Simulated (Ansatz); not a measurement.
BClF (`F[B]Cl`) radical, relaxed with UKS PBE-D4/def2-SVP in the Gaussian-basis code of Ansatz from a rough embedded geometry. The force threshold is 0.03 eV/Å; the program also tests the step.

The species carries charge 0 and has multiplicity 2.

Start:

```xyz
3

F    -0.936   -0.983   -0.207
B     0.381   -0.356   -0.237
Cl    0.555    1.339    0.444
```

Problem. By how much does the energy fall, and how many steps does the optimiser take? (Best estimate.)

Solution. Computed: 42.90 kJ/mol, in 4 steps.

Problem. Which bonds change most? (Estimate.)

Solution. Ansatz gave: F1–B2 from 1.460 to 1.313 Å; B2–Cl3 from 1.834 to 1.753 Å.

Problem. Give the relaxed structure. (Best estimate.)

Solution. The calculation gave: 
```xyz
3

F    -0.856   -0.938   -0.206
B     0.313   -0.339   -0.214
Cl    0.543    1.278    0.420
```
